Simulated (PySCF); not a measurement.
Molfile (atoms numbered from 1):
```
C6H6
     RDKit          3D

 12 12  0  0  0  0  0  0  0  0999 V2000
    1.9569   -0.0334    0.4957 C   0  0  0  0  0  0  0  0  0  0  0  0
    0.6537   -0.0108    0.1658 C   0  0  0  0  0  0  0  0  0  0  0  0
   -0.2380   -1.1709    0.0228 C   0  0  0  0  0  0  0  0  0  0  0  0
   -1.4641   -0.7088   -0.3194 C   0  0  0  0  0  0  0  0  0  0  0  0
   -1.4156    0.7576   -0.4105 C   0  0  0  0  0  0  0  0  0  0  0  0
   -0.1608    1.1785   -0.1232 C   0  0  0  0  0  0  0  0  0  0  0  0
    2.5388    0.8888    0.5769 H   0  0  0  0  0  0  0  0  0  0  0  0
    2.4757   -0.9756    0.6927 H   0  0  0  0  0  0  0  0  0  0  0  0
    0.0650   -2.2069    0.1725 H   0  0  0  0  0  0  0  0  0  0  0  0
   -2.3551   -1.3114   -0.5014 H   0  0  0  0  0  0  0  0  0  0  0  0
   -2.2660    1.3899   -0.6697 H   0  0  0  0  0  0  0  0  0  0  0  0
    0.2095    2.2031   -0.1020 H   0  0  0  0  0  0  0  0  0  0  0  0
  1  2  2  0
  2  3  1  0
  3  4  2  0
  4  5  1  0
  5  6  2  0
  6  2  1  0
  1  7  1  0
  1  8  1  0
  3  9  1  0
  4 10  1  0
  5 11  1  0
  6 12  1  0
M  END
```

Geometry: PBE0-D3(BJ)/def2-SVP; GIAO shifts from PySCF, gas phase, non-relativistic, averaged over equivalent atoms.

At PBE0/pcSseg-1 (132 basis functions, 9.2 s wall time on 1 thread of an Arm Neoverse V2, shared host):
| atoms | δ (ppm) |
| --- | --- |
| C2 | 159.5 |
| C4/C5 | 141.4 |
| C1 | 133.7 |
| C3/C6 | 130.6 |
| H10/H11 | 6.61 |
| H9/H12 | 6.30 |
| H7/H8 | 6.08 |

Scale: 13C (σ = 184.41 ppm), 1H (σ = 31.27 ppm) vs TMS (reference shieldings calculated alike).

Question: Estimate the result of repeating the calculation with wB97X-D/pcSseg-2.

Answer: 
```json
{"atoms": "C2", "δ at wB97X-D/pcSseg-2": "166.3", "change": "+6.8"}
{"atoms": "C4/C5", "δ at wB97X-D/pcSseg-2": "146.8", "change": "+5.4"}
{"atoms": "C1", "δ at wB97X-D/pcSseg-2": "136.6", "change": "+2.9"}
{"atoms": "C3/C6", "δ at wB97X-D/pcSseg-2": "136.5", "change": "+5.9"}
{"atoms": "H10/H11", "δ at wB97X-D/pcSseg-2": "6.81", "change": "+0.20"}
{"atoms": "H9/H12", "δ at wB97X-D/pcSseg-2": "6.51", "change": "+0.21"}
{"atoms": "H7/H8", "δ at wB97X-D/pcSseg-2": "6.11", "change": "+0.03"}
```

Shifts are taken against calculated references (same method and geometry level): TMS for 13C (σref 184.42) and 1H (σref 31.36).

The largest change is at C2 (fully substituted alkene carbon). Cost: 300 basis functions, 45 s wall time on 1 thread of an Arm Neoverse V2, shared host. The order of the carbon signals is the same at both levels.
